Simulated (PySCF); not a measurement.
Molecule: `Cn1cncn1`, C3H5N3.

Numbering as in the mapped SMILES `[CH3:1][n:2]1[cH:3][n:4][cH:5][n:6]1`; H(Xn) means a hydrogen on atom n.

Geometry PBE0-D3(BJ)/def2-SVP throughout; GIAO in PySCF, gas phase, one conformer, non-relativistic; equivalent atoms averaged; functional PBE0.

For orientation, 6-311+G(2d,p) gives these shifts δ (against TMS, NH3 at the same level): C5 155.7, C3 144.7, C1 35.2, N6 320.1, N4 280.7, N2 226.4, H(C5) 7.88, H(C3) 7.77, H(C1) 3.70 ppm.

A run gave: C5 156.7, C3 146.0, C1 35.8, N6 328.3, N4 288.3, N2 231.8, H(C5) 7.86, H(C3) 7.77, H(C1) 3.70 ppm (shifts δ (against TMS, NH3 at the same level)).

Which basis set was used in that run?
A. 6-31G*
B. def2-SVP
C. def2-TZVP
D. 6-31G

Results:

C. C5 tells them apart best: def2-TZVP gives 156.7, 6-31G gives 147.0, def2-SVP gives 148.2, 6-31G* gives 144.7 ppm.
